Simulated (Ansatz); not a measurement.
**Other spins and charges of HSiAl, triplet at one geometry**

Geometry (PBE0/def2-TZVP stationary point for this spin, not checked as a minimum):

```xyz
3

Si    0.0000   -0.0360    1.1654
Al    0.0000   -0.0118   -1.2249
H     0.0000    1.3177    0.3154
```

Basis cc-pVDZ; Ansatz 0.2.0. Correlated methods freeze the noble-gas cores. Prefix R: restricted or restricted open-shell reference; prefix U: unrestricted. Active spaces: valence = (8e, 9o) chosen from the atoms' valence shells.

Gaps are energies of the second state less the first, at fixed atoms, for a selection of the levels run; each method lands on the state that its own search finds for that charge and spin.

Unrestricted rows (U, and Kohn–Sham where it breaks symmetry) aren't spin-pure: their determinants' ⟨S²⟩ exceeds S(S+1) by up to 0.36, so they mix in states of higher spin. HF rows: RHF is the determinant under the cluster runs, UHF is the lowest solution found. Coupled cluster chose its determinant by a search with trial CCSD, here up to 0.13 eV above the lowest Hartree–Fock solution of its kind, and MP2 stands on that determinant too. For open shells CISD is restricted-active-space CI with the open shells as a complete middle space. A value is left out where its run failed or describes another state than the reference as far as symmetry and spin tell, or, spin-broken singlets apart, can't be checked.

Quintet less triplet: 3.846 eV at UCCSDT(Q).

```
                   level  gap (eV)  error (meV)
                   UCCSD     3.757          -89
                RCCSD(T)     3.828          -18
                UCCSD(T)     3.827          -19
                 BCCD(T)     3.830          -16
               RCCSDT(Q)     3.846            0
  CASSCF (valence space)     3.399         -447
  NEVPT2 (valence space)     3.843           -3
  MRCISD (valence space)     3.806          -40
MRCISD+Q (valence space)     3.859           13
                  B2PLYP     4.053          207
```

Removing an electron, to the quartet: 9.452 eV at UCCSDT(Q).

```csv
level,gap (eV),error (meV)
RHF,8.385,-1067
UHF,8.434,-1018
RMP2,9.251,-201
UMP2,9.210,-242
CISD,9.221,-231
RCCSD,9.402,-50
UCCSD,9.404,-48
RCCSD(T),9.450,-2
UCCSD(T),9.449,-3
BCCD(T),9.452,0
RCCSDT,9.450,-2
UCCSDT,9.450,-2
RCCSDT(Q),9.453,1
CASSCF (valence space),8.495,-957
NEVPT2 (valence space),9.286,-166
MRCISD (valence space),9.377,-75
MRCISD+Q (valence space),9.488,36
PBE,9.601,149
r2SCAN,9.440,-12
PBE0,9.613,161
B3LYP,9.734,282
r2SCAN0,9.479,27
wB97M-V,9.756,304
B2PLYP,9.582,130
RPA-PBE,9.585,133
```

Removing an electron, to the doublet: 7.460 eV at UCCSDT(Q).

```csv
level,gap (eV),error (meV),⟨S²⟩ where 0.1 over S(S+1) (first / second)
RHF,7.213,-247,– / –
RMP2,7.485,25,– / –
UMP2,7.613,153,– / 1.11
RCCSD,7.471,11,– / –
UCCSD,7.494,34,– / 1.11
RCCSD(T),7.465,5,– / –
UCCSD(T),7.476,16,– / 1.11
BCCD(T),7.467,7,– / –
RCCSDT,7.461,1,– / –
UCCSDT,7.463,3,– / 1.11
RCCSDT(Q),7.460,0,– / –
PBE,7.637,177,– / –
r2SCAN,7.783,323,– / –
PBE0,7.744,284,– / –
B3LYP,7.635,175,– / –
wB97M-V,7.461,1,– / –
RPA-PBE,7.552,92,– / –
```

In so small a basis the reference is far from its limit while semilocal and hybrid functionals are nearer theirs (RPA and double hybrids share part of the reference's basis error), so the functionals' errors here hold much of the reference's basis and frozen-core error, which can add to them or hide them.

Full CI isn't at hand for all of this; UCCSDT(Q) serves as the reference, and is uncertain by the last step of the cluster series or more. The frozen core follows each run's orbitals, which can shift R against U totals by a few meV.
